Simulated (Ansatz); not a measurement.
# H₄S₂Si, SMILES S[SiH2]S: a relaxed scan of one distance

Computed with the Ansatz DFT code, driven from Python.

Typed at the interpreter:
```pycon
>>> import warnings
>>> import ansatz as az
>>> import numpy as np
>>> warnings.simplefilter("ignore", az.DeckWarning)
>>> geometry_ang = [
...     ("S", (-1.2463, -0.978, -0.7148)),
...     ("Si", (0.0313, 0.445, 0.2167)),
...     ("S", (1.5575, -0.668, 1.1469)),
...     ("H", (-2.0875, -0.0069, -1.182)),
...     ("H", (0.6208, 1.3211, -0.8396)),
...     ("H", (-0.7104, 1.2599, 1.2196)),
...     ("H", (1.8958, -1.4411, 0.1074)),
... ]
>>> molecule = az.Crystal.molecule()
>>> for symbol, xyz in geometry_ang:
...     molecule = molecule.atom(symbol, xyz)
...
>>> calc = molecule.calculation().basis(gaussian="def2-SVP").functional("pbe", dispersion="d4")
>>> symbols = [site.symbol for site in molecule.cartesian_sites]
>>> pairs = [(0, 1), (0, 3), (1, 2), (1, 4), (1, 5), (2, 6)]
>>> print("held (A)   E (eV)        ", "  ".join(f"{symbols[i]}{i}-{symbols[j]}{j}" for i, j in pairs))
held (A)   E (eV)         S0-Si1  S0-H3  Si1-S2  Si1-H4  Si1-H5  S2-H6
>>> for length in [1.23, 1.34, 1.45, 1.61, 1.81]:
...     r = calc.relax(constraints=[az.DistanceConstraint((2, 6), at=length)], force_tolerance=0.02, max_steps=60).run(threads=1).report
...     xyz = np.array(r["positions_ang"])
...     print(f"{length:6.2f} {r['free_energy_ev']:14.5f}  ", "  ".join(f"{np.linalg.norm(xyz[i] - xyz[j]):.3f}" for i, j in pairs))
...
  1.23   -29591.87059   2.166  1.364  2.153  1.505  1.501  1.230
  1.34   -29592.14232   2.166  1.364  2.152  1.505  1.501  1.340
  1.45   -29592.07062   2.165  1.363  2.153  1.505  1.501  1.450
  1.61   -29591.65311   2.165  1.365  2.151  1.505  1.503  1.610
  1.81   -29590.94241   2.164  1.364  2.148  1.504  1.504  1.810
```

Total energies depend on the basis set; only differences at equal settings carry meaning. The energies are electronic: no zero-point or thermal terms, and the basis set is short of its limit. The script silences the warnings on its input, which a real study should read. Wall time of the script: 100 s on 1 thread of Arm Neoverse V2, on a shared host, peak memory 0.2 GiB.
